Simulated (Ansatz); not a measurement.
Counterpoise correction, worked out

The pair of OH⁻ (SMILES [OH-], atoms 1–2) and C$_{2}$H$_{6}$ (SMILES CC, atoms 3–10), both closed shells, in one local arrangement (a lower one may exist), relaxed at PBE0-D4/def2-TZVPD:

```tsv
atom	x (Å)	y (Å)	z (Å)
O1	0.1661	0.2023	-2.5956
H2	-0.4863	0.7003	-3.0985
C3	0.6618	0.2073	0.4015
C4	-0.5672	-0.4270	1.0308
H5	1.5533	-0.4048	0.5836
H6	0.5174	0.3100	-0.6973
H7	0.8545	1.1981	0.8318
H8	-1.4568	0.1814	0.8391
H9	-0.4819	-0.5595	2.1177
H10	-0.7609	-1.4080	0.5869
```

Computed with Ansatz 0.2.0 (basis: def2-TZVPPD); correlated methods freeze the cores.

CCSD(T) total energies in eV:

| system | geometry | basis functions | energy |
| --- | --- | --- | --- |
| pair | pair | all | -4228.50370 |
| OH⁻ | as in the pair | all (partner as ghosts) | -2060.10967 |
| C$_{2}$H$_{6}$ | as in the pair | all (partner as ghosts) | -2168.10806 |
| OH⁻ | as in the pair | its own | -2060.08413 |
| C$_{2}$H$_{6}$ | as in the pair | its own | -2168.10366 |
| OH⁻ | free (PBE0-D4 minimum) | its own | -2060.08428 |
| C$_{2}$H$_{6}$ | free (PBE0-D4 minimum) | its own | -2168.11947 |

(1) Work out the interaction energy with and without the counterpoise correction, the superposition error, and the binding energy from the relaxed fragments.

The T1 diagnostic stays at or below 0.026.

## Answers

(1) Without correction: -4228.50370 − (-2060.08413) − (-2168.10366) = -0.31591 eV.
With correction (each fragment in the whole basis): -4228.50370 − (-2060.10967) − (-2168.10806) = -0.28597 eV = -6.59 kcal/mol.
The superposition error is the difference, 0.02994 eV, 9 % of the uncorrected value: each fragment borrows its partner's functions.
Deformation from the free shapes: 0.00015 eV for OH⁻ and 0.01581 eV for C$_{2}$H$_{6}$.
Binding energy from relaxed fragments: -0.28597 + 0.00015 + 0.01581 = -0.27001 eV = -6.23 kcal/mol (electronic, without zero-point energy; negative means bound). For comparison, the corrected interaction energy by CCSD(T) at an estimated basis limit (MP2 extrapolated from triple and quadruple zeta, plus CCSD(T) − MP2 in triple zeta) is -0.309 eV; triple zeta with the correction binds less.

For scale, one of the runs: CCSD(T)/def2-TZVPPD, 233 basis functions, launched by `ansatz run in.yaml --threads 4 --pin off --events-out ev --progress --plain --max-ram 9574MiB`. The run took 64 s on 4 CPU threads of an Arm Neoverse V2 (shared host), with 4.3 GiB of host memory at its peak.
